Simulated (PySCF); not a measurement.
These are PBE-D3(BJ)/def2-TZVP // r2SCAN-D4/def2-TZVP (PySCF) values and carry that method's errors. Isolated molecules, 0 K electronic values unless said otherwise. 

Reference species (SMILES): `[GaH2]` (neutral, multiplicity 2).

- dipole moment: 0.20 D

Changed species: `[SiH3]` (radical fragment; the reference has radical fragment).

**Question.** What does the change do to the dipole moment?

**Answer.** the dipole moment drops by 0.19 D, to 0.01 D.
